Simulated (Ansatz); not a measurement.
Working through a rigid torsion scan of C3H5FO, SMILES O[C@@H]1C[C@@H]1F

Program: the Ansatz DFT code, driven from Python.

The cells in order, each with its output:

**Cell 1**
```python
import ansatz as az
from ase import Atoms
```

**Cell 2**
```python
atoms = Atoms(['O', 'C', 'C', 'C', 'F', 'H', 'H', 'H', 'H', 'H'], positions=[
    (1.4949, -0.6188, -0.7349),
    (0.4811, -0.5694, 0.2828),
    (-0.9232, -0.3639, -0.2142),
    (-0.2046, 0.7503, 0.4753),
    (0.2336, 1.8041, -0.3081),
    (1.6082, 0.2559, -1.1525),
    (0.6153, -1.2006, 1.1543),
    (-1.7245, -0.8583, 0.3198),
    (-1.081, -0.2768, -1.2819),
    (-0.4999, 1.0775, 1.4595),
])

# relax first, so that the scan starts from a minimum
first = az.Crystal.molecule_from_ase(atoms).calculation()
first = first.basis(gaussian='6-31G*').functional('pbe')
first = first.relax(force_tolerance=0.02, max_steps=80)
atoms.positions = first.run(threads=1, backend='cpu').report['positions_ang']
```

**Cell 3**
```python
start = atoms.get_dihedral(2, 1, 0, 5)
energies = {}
for turn in range(0, 360, 30):
    turned = atoms.copy()
    turned.set_dihedral(2, 1, 0, 5, start + turn, indices=[0, 5])
    base = az.Crystal.molecule_from_ase(turned).calculation()
    base = base.basis(gaussian='6-31G*').functional('pbe')
    energies[round((start + turn) % 360)] = base.run(threads=1, backend='cpu').report['free_energy_ev']
floor = min(energies.values())
print('dihedral C2-C1-O0-H5 (deg)   E - E(min) (kcal/mol)')
for angle, e in sorted(energies.items()):
    print(f'{angle:8d} {23.060548 * (e - floor):14.3f}  ' + '#' * int(30 * (e - floor) / max(max(energies.values()) - floor, 1e-9)))
```
Output:
```text
dihedral C2-C1-O0-H5 (deg)   E - E(min) (kcal/mol)
      14          3.292  #################
      44          1.235  ######
      74          0.000
     104          0.922  #####
     134          2.220  ############
     164          3.678  ###################
     194          5.283  ############################
     224          5.526  ##############################
     254          4.169  ######################
     284          3.140  #################
     314          3.459  ##################
     344          4.039  #####################
```

The scan is rigid and the energies are electronic, in a modest basis. With rigid groups the curve can differ much from the relaxed path, the start wasn't checked as a minimum of this torsion, and equivalent turns needn't return to the same energy. Run time: 24 s on 1 thread of Intel(R) Xeon(R) Platinum 8488C (Sapphire Rapids), with other jobs on the host, peak memory 0.24 GiB.

(Lines on the test bed's own set-up are left out of the output.)
